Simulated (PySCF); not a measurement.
Homolysis of disilane, bond by bond

Molecule: disilane, `[SiH3][SiH3]` (H6Si2). Coordinates in Å; atoms count from 1 in this order:
```
Si   -1.1653    0.1051   -0.0373
Si    1.1699   -0.1009    0.0248
H    -1.7426   -0.8465   -1.0356
H    -1.5497    1.4974   -0.4232
H    -1.7463   -0.1984    1.3066
H     1.5559   -1.4953    0.4017
H     1.7445    0.8446    1.0305
H     1.7519    0.2127   -1.3162
```

Energies: B3LYP-D3(BJ)/def2-TZVP (PySCF, density fitting, integration grid level 2) on PBE0-D3(BJ)/def2-SVP structures. Thermal corrections: PBE0-D3(BJ)/def2-SVP frequencies, unscaled, ideal gas at 298.15 K and 1 bar, quasi-RRHO entropy.

| bond | r / Å | radicals | BDE(298 K) / eV | BDFE / eV | D₀ / eV | Dₑ / eV |
| --- | --- | --- | --- | --- | --- | --- |
| Si1–Si2 | 2.345 | SiH3• + SiH3• | 3.19 | 2.69 | 3.14 | 3.31 |
| Si1–H | 1.495 | `[SiH2][SiH3]` + H• | 3.81 | 3.40 | 3.74 | 4.00 |

Homolysis to relaxed radicals in the gas phase; the table need not hold every single bond outside rings.

Weakest of these: Si1–Si2 (3.19 eV); strongest: Si1–H (3.81 eV).

Run with `OMP_NUM_THREADS=1 python redox_run.py task.json out` on 1 thread of Arm Neoverse V1, a shared host. Structures, frequencies and single points: 89 s of wall time.
